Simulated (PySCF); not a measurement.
C6H6N2.
Bonds: C1–C2 (aromatic), C2–C3 (aromatic), C3–N4 (aromatic), N4–C5 (aromatic), C5–C6 (aromatic), C6–C7 (aromatic), C7–N8 (aromatic), C1–N8 (aromatic), C3–C7 (aromatic). Hydrogens: H9 on C1; H10 on C2; H11 on N4; H12 on C5; H13 on C6; H14 on N8.

Method: PySCF 2.14.0, PBE0-D3(BJ)/def2-TZVP geometry optimisation, gas phase; density fitting, grid level 2; the optimiser is geomeTRIC in internal coordinates, started from a GFN2-xTB structure with every atom displaced at random (about 0.01 Å).

Step 4: E = -9291.7428 eV
```
atom  x, y, z in Å  |  force x, y, z in eV/Å
C1      2.0548   -0.0080   -0.4996   -0.175  -0.099   0.133
C2      1.4857    0.8805    0.3852   -0.001  -0.050   0.048
C3      0.1247    0.4972    0.4733   -0.186   0.173  -0.201
N4     -1.1007    0.8926    0.9487   -0.001  -0.087   0.270
C5     -2.0604    0.0375    0.4585    0.044   0.083  -0.174
C6     -1.4934   -0.8588   -0.4172    0.063  -0.023   0.145
C7     -0.1045   -0.5751   -0.3804    0.106   0.113  -0.131
N8      1.0914   -0.8686   -0.9734    0.160  -0.223  -0.109
H9      3.0937   -0.1546   -0.7504   -0.035   0.107  -0.123
H10     1.9977    1.6905    0.8780    0.028  -0.047   0.084
H11    -1.2511    1.5048    1.7280   -0.006   0.068  -0.018
H12    -3.0915    0.1413    0.7550   -0.008   0.003   0.016
H13    -2.0240   -1.6042   -0.9867    0.007  -0.034   0.024
H14     1.2631   -1.6139   -1.6220    0.003   0.015   0.037
```

Step 5: E = -9291.7504 eV
```
atom  x, y, z in Å  |  force x, y, z in eV/Å
C1      2.0423   -0.0103   -0.5001    0.288  -0.108   0.076
C2      1.4798    0.8675    0.3981    0.033   0.016  -0.052
C3      0.1138    0.5052    0.4673    0.222   0.019  -0.171
N4     -1.1056    0.9061    0.9537    0.186  -0.326  -0.101
C5     -2.0551    0.0516    0.4463   -0.225  -0.060   0.028
C6     -1.4829   -0.8619   -0.4070   -0.030  -0.023   0.014
C7     -0.0957   -0.5752   -0.3869   -0.350   0.136   0.002
N8      1.0973   -0.8827   -0.9839   -0.122   0.238   0.277
H9      3.0766   -0.1212   -0.7836    0.014   0.065  -0.042
H10     2.0013    1.6559    0.9159    0.032  -0.010   0.009
H11    -1.2601    1.5235    1.7287    0.022   0.036  -0.065
H12    -3.0878    0.1515    0.7393   -0.023  -0.013  -0.003
H13    -2.0114   -1.6233   -0.9572   -0.027   0.000  -0.002
H14     1.2730   -1.6254   -1.6335   -0.021   0.030   0.030
```

Step 6: E = -9291.7634 eV
```
atom  x, y, z in Å  |  force x, y, z in eV/Å
C1      2.0536   -0.0136   -0.4934   -0.060  -0.066   0.092
C2      1.4870    0.8668    0.4001    0.028   0.014  -0.006
C3      0.1175    0.5108    0.4559   -0.026  -0.001  -0.012
N4     -1.1027    0.8946    0.9477   -0.042  -0.003   0.113
C5     -2.0664    0.0520    0.4431    0.156  -0.100   0.035
C6     -1.4900   -0.8642   -0.4056   -0.007  -0.033  -0.025
C7     -0.1031   -0.5690   -0.3898   -0.075   0.102  -0.107
N8      1.0958   -0.8749   -0.9741    0.037  -0.058  -0.023
H9      3.0819   -0.1070   -0.8039   -0.003   0.006   0.004
H10     2.0125    1.6414    0.9343    0.000   0.028  -0.012
H11    -1.2566    1.5234    1.7128    0.007   0.075  -0.043
H12    -3.0977    0.1531    0.7408    0.001   0.007   0.003
H13    -2.0153   -1.6340   -0.9472   -0.008   0.009  -0.025
H14     1.2690   -1.6181   -1.6238   -0.008   0.020   0.007
```

Q: Estimate the geometry and energy of step 7. (The exact step hangs on the optimiser's Hessian estimate; all steps are aligned on step 6, rigid shifts and turns removed.)

A: E = -9291.7652 eV, largest force 0.216 eV/Å
```
atom  x, y, z in Å  |  force x, y, z in eV/Å
C1      2.0495   -0.0182   -0.4836    0.088  -0.045  -0.041
C2      1.4889    0.8728    0.4019   -0.076  -0.146  -0.030
C3      0.1196    0.5138    0.4510   -0.154   0.108   0.006
N4     -1.0985    0.8934    0.9486   -0.081  -0.118   0.096
C5     -2.0572    0.0417    0.4492   -0.128   0.043   0.066
C6     -1.4941   -0.8675   -0.4151    0.133   0.104   0.135
C7     -0.1104   -0.5611   -0.3987    0.145   0.017  -0.158
N8      1.0910   -0.8726   -0.9742    0.077  -0.019   0.008
H9      3.0771   -0.1118   -0.7959    0.012  -0.008   0.000
H10     2.0162    1.6456    0.9379   -0.021   0.001  -0.023
H11    -1.2532    1.5367    1.7017   -0.013   0.032  -0.045
H12    -3.0869    0.1409    0.7536   -0.007   0.011  -0.001
H13    -2.0213   -1.6355   -0.9579    0.011   0.024   0.003
H14     1.2648   -1.6168   -1.6213    0.014  -0.005  -0.016
```

The energy changes by -0.0018 eV. The first-order estimate −F·Δx gives -0.0085 eV and the mean of the old and new forces, exact on a quadratic surface, -0.0018 eV. The step makes an angle of 54° with the force vector and moves no atom by more than 0.021 Å.

The cost below is that of the whole optimisation. On one thread, Arm Neoverse V1 (aarch64), shared host with 32 logical CPUs at a one-minute load of 16, this took 8.3 min wall and 1.6 GiB of memory at its peak.
